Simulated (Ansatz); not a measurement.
# SiNHO (quintet): the correlation ladder, cc-pVDZ

Aim: climb from Hartree-Fock through coupled cluster for SiNHO (quintet) at one geometry and basis, and see what each rung misses.

Computed with Ansatz 0.2.0, Gaussian basis. Level: cc-pVDZ, core rule «outside noble gas», up to 7 orbitals frozen.

To be run: UHF; CCSD(T) on ROHF; CCSD(T) on UHF; BCCD(T) on ROHF; CISD as a restricted active space (open shells left free, so some higher excitations enter); CCSDT(Q) on ROHF; CCSDT(Q) on UHF.

31 further runs of the same task are left out: 4 for a known fault of the program, 8 that didn't finish, 19 set aside as unsound or not needed. Runs told in other sessions of the task aren't counted.

## Step 1: The system

The geometry is a PBE0/def2-TZVP stationary point (not a proven minimum) of the parent state, kept for this charge and spin.

4 atoms, charge 0, spin multiplicity 5.

Atoms are counted from 1 here; the program's logs count them from 0.

Bond lengths: O1–N2 1.191 Å, N2–Si3 1.782 Å, Si3–H4 1.519 Å. Angles: O1–N2–Si3 136.4°, N2–Si3–H4 90.8°.

## Step 2: UHF

Input file in.yaml:

```yaml
crystal:
  periodic: [false, false, false]
  atoms:
    - {symbol: O, position_ang: [0.000000, -0.144299, 1.624079]}
    - {symbol: N, position_ang: [0.000000, 0.380867, 0.555568]}
    - {symbol: Si, position_ang: [0.000000, -0.153981, -1.144069]}
    - {symbol: H, position_ang: [0.000000, 1.288393, -1.621334]}
basis:
  gaussian: {orbitals: cc-pVDZ}
magnetization: {spin_polarized: true, initial_magnetization: 4}
hamiltonian: {xc: hf}
output: {orbitals: {seedname: orbitals}}
```

Started as:

```bash
$ ansatz run in.yaml --threads 1 --pin off --events-out ev --progress --plain --max-ram 2393MiB
```

After this run come: CCSD(T) on ROHF; CCSD(T) on UHF; BCCD(T) on ROHF; CISD as a restricted active space (open shells left free, so some higher excitations enter); CCSDT(Q) on ROHF; CCSDT(Q) on UHF.

Before running them: what should the planned runs give, taken together? Wanted: UCCSDT(Q) from the RHF energy; RMP2 from UCCSDT(Q); UMP2 from UCCSDT(Q); RCCSD from UCCSDT(Q); RCCSD(T) from UCCSDT(Q); UCCSD(T) from UCCSDT(Q); RCCSDT(Q) from UCCSDT(Q); T1 diagnostic.

As calculated:

| quantity | value |
| --- | --- |
| UCCSDT(Q) from the ROHF energy | -11.4792 eV |
| RMP2 from UCCSDT(Q) | +831.1 meV |
| UMP2 from UCCSDT(Q) | +1052.2 meV |
| RCCSD from UCCSDT(Q) | +406.1 meV |
| RCCSD(T) from UCCSDT(Q) | +64.2 meV |
| UCCSD(T) from UCCSDT(Q) | +63.8 meV |
| RCCSDT(Q) from UCCSDT(Q) | +1.8 meV |
| levels within 1 kcal/mol (43 meV) | UCCSDT, RCCSDT(Q) |
| T1 diagnostic | 0.028 |

**Reading.** RCCSD(T) lands +64.2 meV from the yardstick (0.6 % of the correlation energy). These misses are within one basis, not against nature; the frozen cores of restricted and unrestricted runs differ, which can shift their rows.

With open shells the CI space here admits some higher excitations, so it is larger than plain CISD.
